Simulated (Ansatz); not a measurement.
Ansatz (a first-principles code) input:

Ansatz 0.2 input:
```yaml
crystal:
  periodic: [false, false, false]
  atoms:
    - {symbol: N, position_ang: [-0.00000000, -0.00000000, -0.13023549]}
    - {symbol: H, position_ang: [0.00000000, 0.00000000, 0.91164840]}
basis:
  gaussian:
    orbitals: aug-cc-pVDZ
magnetization: {spin_polarized: true, initial_magnetization: 2}
correlation: {method: ccsd_t, electrons: outside_noble_gas}
output: {forces: true}
```

Task: What final total energy does it print?

Result: -55.10569 Eh (CCSD(T)/aug-cc-pVDZ). The basis has 32 functions.
